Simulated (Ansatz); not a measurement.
# C4H9: the cost of one run

All numbers below are computed with Ansatz 0.2.0 (RKS B3LYP-D4/6-31G).

## (1) The structure to begin with

Bond lengths: C1–C2 1.444 Å, C2–C3 1.454 Å, C2–C4 1.450 Å, C1–H5 1.086 Å, C1–H6 1.097 Å, C1–H7 1.097 Å, C3–H8 1.094 Å, C3–H9 1.087 Å, C3–H10 1.094 Å, C4–H11 1.095 Å, C4–H12 1.095 Å, C4–H13 1.087 Å. Angles (14 of 21 angles, heavy atoms first): C1–C2–C3 119.2°, C1–C2–C4 120.8°, C3–C2–C4 120.0°, C2–C1–H5 114.2°, C2–C1–H6 109.9°, C2–C1–H7 109.8°, C2–C3–H8 110.5°, C2–C3–H9 113.3°, C2–C3–H10 110.6°, C2–C4–H11 110.6°, C2–C4–H12 110.5°, C2–C4–H13 113.4°, H5–C1–H6 109.9°, H5–C1–H7 109.9°.

As a file:

```xyz
13

C    -0.4599    1.3005   -0.4896
C    -0.0153    0.0080   -0.0232
C     0.8129   -0.0699    1.1695
C    -0.3874   -1.2030   -0.7277
H    -1.0783    1.2643   -1.3820
H    -0.9923    1.8243    0.3134
H     0.4063    1.9503   -0.6628
H     0.3408   -0.7074    1.9232
H     1.0291    0.9011    1.6073
H     1.7531   -0.5858    0.9526
H     0.5033   -1.7691   -1.0189
H    -0.9104   -1.8923   -0.0567
H    -1.0018   -1.0208   -1.6051
```

## (2) Relaxing end A

Contents of input.yaml:

```yaml
crystal:
  periodic: [false, false, false]
  atoms:
    - { symbol: C, position_ang: [-0.45993, 1.30049, -0.48961] }
    - { symbol: C, position_ang: [-0.01531, 0.00795, -0.02324] }
    - { symbol: C, position_ang: [0.81288, -0.06992, 1.16952] }
    - { symbol: C, position_ang: [-0.3874, -1.20304, -0.72773] }
    - { symbol: H, position_ang: [-1.07834, 1.26427, -1.38199] }
    - { symbol: H, position_ang: [-0.99231, 1.82434, 0.31338] }
    - { symbol: H, position_ang: [0.40632, 1.95033, -0.66277] }
    - { symbol: H, position_ang: [0.3408, -0.70737, 1.92321] }
    - { symbol: H, position_ang: [1.0291, 0.90111, 1.60733] }
    - { symbol: H, position_ang: [1.75308, -0.58584, 0.9526] }
    - { symbol: H, position_ang: [0.50335, -1.76912, -1.01892] }
    - { symbol: H, position_ang: [-0.91044, -1.89235, -0.05669] }
    - { symbol: H, position_ang: [-1.00181, -1.02083, -1.60511] }
total_charge: 1
basis:
  gaussian: { orbitals: "6-31G" }
hamiltonian:
  xc: b3lyp
  dispersion: d4
relax:
  f_tol: 0.015
  max_steps: 40
output:
  orbitals: {}
```

Command:

```sh
ansatz run input.yaml --threads 1 --pin off --max-ram 2048MiB --backend cpu --events-out ev --progress --plain --runs-dir out
```

Q: Estimate wall time and peak memory on 1 thread of Intel Xeon at 2.50GHz (Skylake/Cascade Lake), shared host.

About 1.7 min, with a peak of 0.14 GiB.
